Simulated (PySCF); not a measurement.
Species: isobutyronitrile, C₄H₇N.
SMILES with atom numbers: `[CH3:1][CH:2]([CH3:3])[C:4]#[N:5]` (hydrogens: H6, H7, H8 on C1; H9 on C2; H10, H11, H12 on C3)

The same species was optimised twice, with GFN2-xTB and with PBE0-D3(BJ)/def2-SVP (PySCF), and the same property calculations (PySCF, gas phase) were run on both structures.

```json
{"coordinate": "C2–C4 (Å)", "GFN2-xTB": "1.446", "PBE0-D3(BJ)/def2-SVP": "1.466", "change": "+0.020"}
{"coordinate": "C4≡N5 (Å)", "GFN2-xTB": "1.143", "PBE0-D3(BJ)/def2-SVP": "1.158", "change": "+0.015"}
{"coordinate": "C1–H7 (Å)", "GFN2-xTB": "1.088", "PBE0-D3(BJ)/def2-SVP": "1.100", "change": "+0.012"}
{"coordinate": "C1–H6 (Å)", "GFN2-xTB": "1.088", "PBE0-D3(BJ)/def2-SVP": "1.100", "change": "+0.012"}
{"coordinate": "C3–H12 (Å)", "GFN2-xTB": "1.088", "PBE0-D3(BJ)/def2-SVP": "1.100", "change": "+0.012"}
{"coordinate": "C3–H11 (Å)", "GFN2-xTB": "1.088", "PBE0-D3(BJ)/def2-SVP": "1.100", "change": "+0.012"}
{"coordinate": "C1–H8 (Å)", "GFN2-xTB": "1.088", "PBE0-D3(BJ)/def2-SVP": "1.099", "change": "+0.011"}
{"coordinate": "C3–H10 (Å)", "GFN2-xTB": "1.088", "PBE0-D3(BJ)/def2-SVP": "1.099", "change": "+0.011"}
{"coordinate": "C2–H9 (Å)", "GFN2-xTB": "1.097", "PBE0-D3(BJ)/def2-SVP": "1.104", "change": "+0.007"}
{"coordinate": "C1–C2 (Å)", "GFN2-xTB": "1.532", "PBE0-D3(BJ)/def2-SVP": "1.530", "change": "-0.002"}
{"coordinate": "C2–C3 (Å)", "GFN2-xTB": "1.532", "PBE0-D3(BJ)/def2-SVP": "1.530", "change": "-0.002"}
{"coordinate": "C4–C2–H9 (°)", "GFN2-xTB": "107.4", "PBE0-D3(BJ)/def2-SVP": "105.9", "change": "-1.5"}
{"coordinate": "C3–C2–C4 (°)", "GFN2-xTB": "109.5", "PBE0-D3(BJ)/def2-SVP": "110.6", "change": "+1.1"}
{"coordinate": "C1–C2–C4 (°)", "GFN2-xTB": "109.4", "PBE0-D3(BJ)/def2-SVP": "110.5", "change": "+1.1"}
{"coordinate": "C1–C2–H9 (°)", "GFN2-xTB": "109.4", "PBE0-D3(BJ)/def2-SVP": "108.6", "change": "-0.8"}
{"coordinate": "C1–C2–C3 (°)", "GFN2-xTB": "111.6", "PBE0-D3(BJ)/def2-SVP": "112.5", "change": "+0.9"}
{"coordinate": "C3–C2–H9 (°)", "GFN2-xTB": "109.4", "PBE0-D3(BJ)/def2-SVP": "108.5", "change": "-0.9"}
{"coordinate": "C2–C3–H10 (°)", "GFN2-xTB": "110.7", "PBE0-D3(BJ)/def2-SVP": "111.5", "change": "+0.8"}
{"coordinate": "C2–C1–H8 (°)", "GFN2-xTB": "110.7", "PBE0-D3(BJ)/def2-SVP": "111.5", "change": "+0.8"}
```

Rotational constants: A = 7997, B = 4082, C = 2976 MHz (GFN2-xTB) against A = 7961, B = 3967, C = 2901 MHz (PBE0-D3(BJ)/def2-SVP). Point groups within 0.08 Å: Cs and Cs. Atoms that the bonding makes alike are paired by their places after alignment.

On the GFN2-xTB structure: HOMO (eV) -9.30 [PBE0/pcSseg-1]; LUMO (eV) 0.70 [PBE0/pcSseg-1]; dipole (D) 4.05 [PBE0/pcSseg-1]; GIAO shielding of C1/C3 (mean) (ppm) 164.1 [PBE0/pcSseg-1]; GIAO shielding of C2 (ppm) 166.5 [PBE0/pcSseg-1]; GIAO shielding of C4 (ppm) 58.9 [PBE0/pcSseg-1]; GIAO shielding of N5 (ppm) -28.3 [PBE0/pcSseg-1].

Question: What do these properties become on the PBE0-D3(BJ)/def2-SVP structure?

Answer: 
```tsv
property	level	on GFN2-xTB	on PBE0-D3(BJ)/def2-SVP	change
HOMO (eV)	PBE0/pcSseg-1	-9.30	-9.23	+0.07
LUMO (eV)	PBE0/pcSseg-1	0.70	0.62	-0.08
dipole (D)	PBE0/pcSseg-1	4.05	4.10	+0.05
energy, GFN2-xTB geometry as zero (kcal/mol)	PBE0/pcSseg-1	0.0	-0.4	-0.4
GIAO shielding of C1/C3 (mean) (ppm)	PBE0/pcSseg-1	164.1	162.6	-1.5
GIAO shielding of C2 (ppm)	PBE0/pcSseg-1	166.5	163.2	-3.3
GIAO shielding of C4 (ppm)	PBE0/pcSseg-1	58.9	56.2	-2.7
GIAO shielding of N5 (ppm)	PBE0/pcSseg-1	-28.3	-35.7	-7.4
```

The heavy atoms differ by 0.024 Å rms after alignment (one structure mirrored). Among all bonds C2–C4 changes most (+0.020 Å). Changes are differences of the printed values. Neither structure is proved a minimum here.
